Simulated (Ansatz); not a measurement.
**Ladder of methods for the bulk modulus of trigonal Te**

Reference value: 19 GPa (measured, temperature not stated, not corrected to a static lattice; as tabulated in Yi et al. (2018), arXiv:1712.00894).

Problem. Put these levels in order of the bulk modulus that they give for trigonal Te, smallest first: PBE-D3(BJ) (Ansatz, a program for electronic structure), PBEsol-D3(BJ) (Ansatz), r²SCAN+SOC (Ansatz).

Solution. r²SCAN+SOC (12.3 GPa), PBE-D3(BJ) (33.0 GPa), PBEsol-D3(BJ) (43.5 GPa)

Unless a cell is named, each level is at its own relaxed cell (PBE-D3(BJ) 32.08, PBEsol-D3(BJ) 30.19, r²SCAN+SOC 36.51 Å³/atom).

Differences against the reference: PBE-D3(BJ) +74 %, PBEsol-D3(BJ) +129 %, r²SCAN+SOC -35 %.

The measured value isn't corrected to a static lattice, so vibrations enter the comparison. A static lattice is as a rule stiffer than a warm one, by over a tenth in soft solids.  r²SCAN+SOC: for a layered or molecular solid the relaxed cell lies over 5 % above the published volume, where the minimum can be shallow. r²SCAN+SOC: the cell comes from a level without a dispersion term, which matters for the spacing of layers, chains or molecules. Each level is taken at its own relaxed cell. Cutoffs differ between the levels. Ansatz's density-functional and Hartree–Fock values are scalar-relativistic unless marked +SOC, with PAW data made under PBE.

Differences are worked out from the printed values.
